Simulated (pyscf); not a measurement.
A first-order saddle from PySCF, ωB97X-D3(BJ)/def2-SVP:

```xyz
9

Cl    -0.1998     1.9193     0.3886
B      0.7219     0.3636    -0.2920
Cl     2.4911     0.5088    -0.1399
Cl     0.0306    -0.0863    -1.8954
Si    -1.3226    -0.1148     1.0290
H      0.3448    -0.4950     0.5674
H     -1.5181    -1.4949     0.5098
H     -0.9452    -0.0847     2.4593
H     -2.5870     0.6071     0.7387
```
Charge 0, spin multiplicity 1.

Surface: singlet, charge 0. Lowest wavenumbers (cm⁻¹): 294i, 59, 199, 210, 237.

Question: Which two sides does it connect, and which bonds change?

Answer: Cl–B(Cl)–Cl (SMILES ClB(Cl)Cl) + SiH₄ (SMILES [SiH4]) ⇌ H₃Si–Cl (SMILES [SiH3]Cl) + Cl–BH–Cl (SMILES ClBCl), a four-centre exchange read from left to right: B–Cl, H–Si broken and Cl–Si, B–H formed. At ωB97M-D3(BJ)/def2-TZVP it lies +0.96 eV from the left side and +1.14 eV from the right (each side as separated species at their lowest minima found). One saddle was located; it need not be the lowest between these sides.
